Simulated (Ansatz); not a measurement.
`CC(C)(N)CN`, charge 0, multiplicity 1.

(1) Give a relaxed structure at PBE0-D4/def2-TZVP (the Gaussian-basis code of Ansatz). (Estimate.)

## Answers

(1) Ansatz gave: 
Z-matrix (Å, degrees):
```
C
C 1 1.521
H 1 1.094 2 110.7
H 1 1.093 2 110.9 3 119.5
H 1 1.091 2 110.8 3 -119.6
C 2 1.526 1 109.9 3 -59.1
N 2 1.464 1 107.8 3 64.0
C 2 1.539 1 110.9 3 -179.4
H 6 1.094 2 111.6 1 -59.9
H 6 1.094 2 110.7 1 -179.9
H 6 1.094 2 110.8 1 60.4
H 7 1.014 2 110.1 1 -170.5
H 7 1.013 2 110.5 1 -52.7
N 8 1.446 2 116.5 1 -59.9
H 8 1.098 2 107.4 1 178.5
H 8 1.094 2 109.0 1 64.0
H 14 1.015 8 108.5 2 -43.6
H 14 1.012 8 110.7 2 73.4
```
This is one stationary point; other conformers may exist.
